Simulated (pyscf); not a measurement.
PySCF, gas phase, ωB97X-D3(BJ)/def2-SVP geometries.

Problem. `[Cl][Ti]([Cl])([Cl])[Cl]` + `[SiH4]` -> `[SiH3][Cl]` + `[Cl][TiH]([Cl])[Cl]`
Surface: singlet. Broken: Cl–Ti, H–Si. Formed: Cl–Si, H–Ti. Give ΔE‡ and ΔE from ωB97M-D3(BJ)/def2-TZVP, relative to the separated reactants.

Solution. ΔE‡ = 126.2 kJ/mol, ΔE = +74.2 kJ/mol. Zero-point energy shifts the barrier by +6.4 kJ/mol. It is a four-centre exchange, with an imaginary mode of 313i cm⁻¹. On the product side the descent ends in an adduct with a Cl–Ti contact, 24.0 kJ/mol under the separated species and 43.1 kJ/mol under the saddle at ωB97X-D3(BJ)/def2-TZVP. What is counted as broken (Cl–Ti) persists as a longer contact in the product adduct; parting that adduct is a step of its own. At ωB97X-D3(BJ)/def2-TZVP the barrier from the zero used here is 105.9 kJ/mol. One saddle was located; it need not be the lowest between these sides.
